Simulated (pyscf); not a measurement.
A first-order saddle from PySCF, ωB97X-D3(BJ)/def2-SVP:

```xyz
12

Si    -1.3374     1.0822     1.0668
P      0.7944     0.5230     0.4970
Si     0.2137    -1.2113    -0.7957
H     -2.9538     1.1708     0.5550
H     -1.7394    -0.2670     1.5787
H     -1.2971     2.5262     0.6781
H      0.9679     1.4830    -0.5388
H     -0.9173    -0.9124    -1.7269
H      1.3854    -1.6538    -1.6039
H     -0.2082    -2.3176     0.1101
H     -2.2740     1.6434     2.3606
H     -2.9540     1.4924     1.5582
```
Charge 0, spin multiplicity 1.

Surface: singlet, charge 0. Lowest wavenumbers (cm⁻¹): 1585i, 77, 95, 144, 271.

What reaction is this the transition state of?

H₃Si–PH–SiH₃ (SMILES [SiH3]P[SiH3]) + H₂ (SMILES [H][H]) ⇌ H₃Si–PH–SiH₃ (SMILES [SiH3]P[SiH3]) + H₂ (SMILES [H][H]), a four-centre exchange read from left to right: H–Si, H–H broken and H–Si, H–H formed. At ωB97M-D3(BJ)/def2-TZVP it lies +277.6 kJ/mol from the left side and +277.6 kJ/mol from the right (each side as separated species at their lowest minima found). At the saddle there is also a short H–Si contact that neither side keeps. One saddle was located; it need not be the lowest between these sides.
